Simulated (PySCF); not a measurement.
An unknown is described by computed data only.

Elements present: C, H and S. Monoisotopic mass: 69.9877 u.

| Item | Value |
| --- | --- |
| Rotational structure | rotational constants A, B, C: 32.474, 4.114, 3.651 GHz [PBE0-D3(BJ)/def2-TZVP] |
| 1H NMR | chemical shifts (computed TMS as zero) by class: 9.29 (2 H) ppm [GIAO PBE0/pcSseg-2] |
| UV, strongest line | among the 10 lowest singlet transitions: S5 at 5.63 eV (220 nm, f = 0.166) [TDDFT CAM-B3LYP/aug-cc-pVTZ] |
| Dipole | 4.86 D [CAM-B3LYP/aug-cc-pVTZ] |
| Triplet | lowest triplet excitation (Tamm–Dancoff): 3.16 eV [TDA CAM-B3LYP/aug-cc-pVTZ] |
| 13C NMR | chemical shifts (computed TMS as zero) by class: 187.5 (1 C), 172.3 (2 C) ppm [GIAO PBE0/pcSseg-2] |
| NMR, other nuclei | isotropic shieldings of nuclei other than C and H, by class: 310 (1 S) ppm [GIAO PBE0/pcSseg-2] |

The electronic properties come from PySCF, for the isolated species, density fitting. Levels stand in brackets. Geometry: PBE0-D3(BJ)/def2-TZVP; no solvent, vibrations or thermal averaging. Each NMR value is the plain mean over a class of atoms that symmetry, rotation or inversion makes alike.

Question: Which formula fits the mass and the elements?

Answer: C3H2S (calculated 69.9877). No other formula that holds each of these elements comes within 0.0003 u with a fitting electron parity and a possible valence count.

Question: Give a SMILES that accounts for the data.

Answer: Numbering: `[S:1]=[c:2]1[cH:3][cH:4]1`. Its formula, C3H2S, gives 3 degrees of unsaturation: 1 ring and 2 π bonds in the structure found (Kekulé form). 3 carbons fall into 2 classes; from least to most shielded: thiocarbonyl carbon [C2] (187.5 ppm), unsaturated ring CH carbon [C3/C4] (172.3 ppm, 2 C). All hydrogens form one class (9.29 ppm): hydrogen on carbon. The other shieldings belong to: 310 ppm, thiocarbonyl sulfur [S1]. The optimised geometry has point group C2v and is an asymmetric top. Structure: `S=c1cc1` (cyclopropenethione). Computed isomers that give other values at the same levels: `C#CC=S` (13C chemical shifts (computed TMS as zero) by class: 240.1 (1 C), 107.8 (1 C), 94.3 (1 C) ppm). The assignments are read from this structure; whether some other isomer fits the data as well wasn't checked.
